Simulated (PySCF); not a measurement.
Si(H)3(Me) (CH6Si), SMILES C[SiH3].

Geometry optimised at PBE0-D3(BJ)/def2-TZVP. The isomer is the one that the SMILES or the coordinates give; other isomers of the formula were not compared.

Level of theory: HF/def2-TZVPD in PySCF.

Symmetry labels are those of the subgroup Cs that the program uses (full group C3v).

List the valence orbital energies around the gap with their symmetry. (An estimate is asked for; the answer gives what the named calculation found.)


```
orbital  symmetry  energy (eV)
-------  --------  -----------
HOMO−7         A'      -114.79
HOMO−6         A'       -25.84
HOMO−5         A'       -18.95
HOMO−4         A"       -15.38
HOMO−3         A'       -15.38
HOMO−2         A'       -12.72
HOMO−1         A"       -12.72
HOMO           A'       -12.42
LUMO           A'         2.01
LUMO+1         A'         2.15
LUMO+2         A'         3.38
LUMO+3         A"         3.38
```
